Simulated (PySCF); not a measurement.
CH₃O, SMILES [CH2]O, multiplicity 2. Atoms are numbered in the order given.

```xyz
5

C     -0.6398     0.2295     0.1011
O      0.5984    -0.3200    -0.0623
H     -1.4477    -0.4706    -0.0414
H     -0.7726     1.2891    -0.0744
H      1.2722     0.3647     0.0076
```
Charge 0, spin multiplicity 2.

Coordinates come from a B3LYP-D3(BJ)/def2-TZVP optimisation. The isomer is the one that the SMILES or the coordinates give; other isomers of the formula were not compared.

The numbers are results of PBE/def2-TZVPD (PySCF), not measurements.

Task: Estimate the frontier levels, dipole moment and polarisability. (The exact figures need the calculation; the answer reports its results.)

Result: 
```json
{
  "α spin, highest occupied and lowest empty level": "-3.81 and -0.59 eV",
  "β spin, highest occupied and lowest empty level": "-8.31 and -1.90 eV",
  "dipole_moment": "1.43 D",
  "quadrupole, principal values (traceless, Buckingham form, about the centre of nuclear charge)": "-3.36, -1.41, 4.77 D·Å",
  "mean_static_polarisability": "22.4 bohr³ (3.32 Å³)",
  "polarisability_principal_values": "20.7, 20.9, 25.6 bohr³",
  "⟨S²⟩": "0.753 (pure state 0.75)"
}
```
